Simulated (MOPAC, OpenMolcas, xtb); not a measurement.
**How methods differ on BNH3 (SMILES B[NH])**

The species is BNH3 (5 atoms), meant as a doublet with charge 0. As SMILES, `B[NH]`. Geometry: relaxed at PBE0-D4/def2-TZVP.

Quantity: the dipole moment, in D. The values are calculated.

```tsv
level	kind	program	value (D)	CPU time
PM6	semi-empirical	MOPAC	1.34	under 2 s
GFN0-xTB	semi-empirical	xtb	0.57	under 2 s
UHF/def2-TZVPP	Hartree–Fock	OpenMolcas	1.65	17 s
USVWN5/def2-TZVPP	LDA	OpenMolcas	1.12	27 s
U-revPBE/def2-TZVPP	GGA	OpenMolcas	1.28	45 s
U-r2SCAN/def2-TZVPP	meta-GGA	OpenMolcas	1.35	51 s
UB3LYP/def2-TZVPP	global hybrid	OpenMolcas	1.33	38 s
```

The values span 0.57 to 1.65 D. Magnitudes only: a small dipole may point the other way at some levels. Times are those of the runs behind each value, whatever else they computed, on shared processors of several kinds: orders of magnitude only.
